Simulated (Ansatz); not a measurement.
The first iterations of a band of CH$_{3}$OS (6 atoms, charge -1, multiplicity 1).

Method: Ansatz 0.2.0, RKS PBE0/6-31G.

* movable images: 5
* climbing image: yes
* spring: 5.0 eV/Å²
* optimiser: quadratic models (default)
* start path: through a guess of the saddle point
* force threshold: 0.03 eV/Å
* iteration limit: 60
* end points: relaxed

Initial state:

```xyz
6
Properties=species:S:1:pos:R:3
C -0.835 0.234 -0.819
S 0.751 -0.355 -0.656
O 1.621 -0.062 1.204
H -1.683 -0.334 -0.431
H -1.015 1.294 -0.999
H 1.161 -0.777 1.701
```

Final state:

```xyz
6
Properties=species:S:1:pos:R:3
C -0.768 -0.013 -0.669
S 0.905 -0.184 -0.017
O 1.477 0.727 1.328
H -1.519 0.057 0.133
H -0.786 0.879 -1.311
H 0.691 -1.466 0.536
```

| iteration | highest image above the first end (eV) | largest band force component (eV/Å) |
| --- | --- | --- |
| 1 | 3.988 | 3.034 |
| 2 | 3.447 | 2.802 |
| 3 | 3.346 | 9.070 |

Problem. Does the band converge within its limit, and where does its top end?

Solution. The run converged. It ended after 9 iterations with the highest image 3.288 eV above the first end. Neighbouring images differ by up to 1.7 eV, so the band resolves the path poorly. A vibrational analysis at the climbing image gives one clearly imaginary mode, 1191i cm⁻¹: a first-order saddle point. The orbitals stay closed-shell, which can raise the energy where a bond breaks towards radicals; this wasn't checked here. Limits of this set-up: no polarisation functions, an anion without diffuse functions, the dipole of an ion depends on the origin.

Time of the run: 55 s on 1 thread of Arm Neoverse V2, with other jobs on the host, peak memory 0.1 GiB.
